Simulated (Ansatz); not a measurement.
# AlN2: the cost of one run

Method: def2-QZVPP, all electrons in the functionals; program: Ansatz 0.2.0, Gaussian basis.

The runs, in order: PBE, BLYP, r2SCAN, B97M-V, PBE0, B3LYP, at charge 0, quartet; charge 0, doublet; charge 0, sextet; charge 1, triplet; charge 1, quintet.

**1. The system**

The geometry is a PBE0/def2-TZVP stationary point (not a proven minimum).

3 atoms, charge 0, spin multiplicity 4.

Atoms are counted from 1 here; the program's logs count them from 0.

Bond lengths: Al1–N2 1.785 Å, N2–N3 1.137 Å. Angles: Al1–N2–N3 180.0°.

No dispersion term is added; B97M-V holds VV10 nonlocal correlation. B3LYP takes the VWN-RPA correlation.

The geometry shown and the zero of energy belong to the point charge 0, quartet. The yardstick, UCCSD(T), and other wave-function levels (R restricted, U unrestricted, valence and pair active spaces) come from earlier runs.

**2. PBE, charge 0, quartet**

File in.yaml:

```yaml
crystal:
  periodic: [false, false, false]
  atoms:
    - {symbol: Al, position_ang: [0.000000, 0.000000, 1.569200]}
    - {symbol: N, position_ang: [0.000000, 0.000000, -0.216000]}
    - {symbol: N, position_ang: [0.000000, 0.000000, -1.353200]}
basis:
  gaussian: {orbitals: "def2-QZVPP.json"}
magnetization: {spin_polarized: true, initial_magnetization: 3}
hamiltonian: {xc: {name: PBE}}
output: {orbitals: {seedname: orbitals}}
```

Launch:

```bash
ansatz run in.yaml --threads 1 --pin off --events-out ev --progress --plain --max-ram 2393MiB
```

**Question.** How long does this run take on 1 thread of Intel Xeon 6975P-C, shared host?

About 2.6 s.
